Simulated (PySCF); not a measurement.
# BrO2S: the cost of one run

Computed with PySCF 2.14.0; each step states its level. No surroundings beyond the atoms listed, unless a continuum is named. Atoms count from 0, parts from 1.

## Step 1: The system as given

4 atoms, charge -1, multiplicity 1; geometry: GFN2-xTB. Parts: 1 = atom 0, `[Br-]`, charge -1; 2 = atoms 1–3, `O=S=O`, charge 0. In the given geometry Br0 and S2 of different parts are bonded (2.43 Å), so values for the parts refer to these atom groups.

## Step 2: Relaxing the molecule at PBE0-D3(BJ)/def2-TZVPD

What the job is given:

```
{"job": {"xc": "PBE0", "basis": "def2-TZVPD", "d3": "d3bj", "grid": 3, "kind": "geom", "shake": 0.01}, "charge": -1, "multiplicity": 1, "parts": [{"atoms": "0-0", "charge": -1, "multiplicity": 1}, {"atoms": "1-3", "charge": 0, "multiplicity": 1}]}
Br     0.475335     0.306153    -0.162302
O      3.012643     1.670739    -1.312003
S      1.595813     2.091642    -1.365703
O      1.370524     3.292504    -0.563604
```

Run with:

```console
OMP_NUM_THREADS=1 python cluster_run.py task.json out
```

This one command runs all jobs of the session in turn.

**Question.** How long does this first job take on 1 thread of Arm Neoverse N1, shared host, and how much memory does it need?

About 1.9 min, with a peak of 0.67 GiB.
